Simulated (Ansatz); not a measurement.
Input file:

```yaml
crystal:
  periodic: [false, false, false]
  atoms:
    - {symbol: Ge, position_ang: [0.000034, -0.000003, -0.018730]}
    - {symbol: H, position_ang: [1.465006, 0.016889, 0.452573]}
    - {symbol: H, position_ang: [-0.748285, 1.261093, 0.448403]}
    - {symbol: H, position_ang: [-0.719150, -1.277779, 0.448837]}
basis:
  gaussian: {orbitals: cc-pVDZ}
magnetization: {spin_polarized: true, initial_magnetization: 1}
hamiltonian: {xc: hf}
output: {orbitals: {seedname: orbitals}}
```

```sh
$ ansatz run in.yaml --threads 1 --pin off --events-out ev --progress --plain --max-ram 2393MiB
```

Log:

```
455 factors; integrals over basis functions are off by at most 1.0e-3 eV
mean field evaluation 1: about -56518.4496 eV, gradient 6.5e0 eV
mean field evaluation 2: about -56518.4515 eV, gradient 6.5e0 eV
mean field evaluation 4: about -56518.9798 eV, gradient 5.4e-1 eV
mean field evaluation 8: about -56518.9852 eV, gradient 3.6e-3 eV
mean field -56518.98519961 eV, -2077.0343961414 hartree, gradient 1.4e-5 eV, S^2 0.754058; 0 other end points of the search recorded, 0 dependent functions left out
reference -56518.98519961 eV, -2077.0343961414 hartree; 18, 17 occupied and 24, 25 virtual orbitals, 455 factors
Total energy: -56518.98519961 eV, -2077.0343961414 hartree
```

Ran on 1 thread of Intel Xeon, shared host: 2.2 s wall, 0.2 GiB peak host memory.
